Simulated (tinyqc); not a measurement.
Worked calculation: harmonic frequencies on the unrestricted LDA (VWN5)/sto-3g surface (energies and gradients from PySCF), for CH2, spin multiplicity 3. One step of it, computed by the program tinyqc.

Problem. One row of the Hessian: 1Cy. Displace 1Cy by +/-0.01 bohr; H(k, :) = (g(+) - g(-)) / (2 delta).

optimised positions (bohr):
```
            x          y          z
1C  -0.011104  -0.025100  -0.051336
2H  -0.077770   1.841222   0.866638
3H   0.000059  -1.889823   0.872221
```

gradient at +delta (hartree/bohr):
```
              x            y            z
1C  -0.00014301   0.00678522   0.00004352
2H   0.00012303  -0.00343176  -0.00169609
3H   0.00001998  -0.00335343   0.00165301
```

gradient at -delta (hartree/bohr):
```
              x            y            z
1C   0.00014011  -0.00678495   0.00006009
2H  -0.00011958   0.00335849   0.00164482
3H  -0.00002064   0.00342659  -0.00170448
```

Give: row of the Hessian.

Solution.

row of the Hessian (hartree/bohr^2): 1Cx -0.014156, 1Cy 0.678509, 1Cz -0.000828, 2Hx 0.012131, 2Hy -0.339513, 2Hz -0.167046, 3Hx 0.002031, 3Hy -0.339001, 3Hz 0.167874
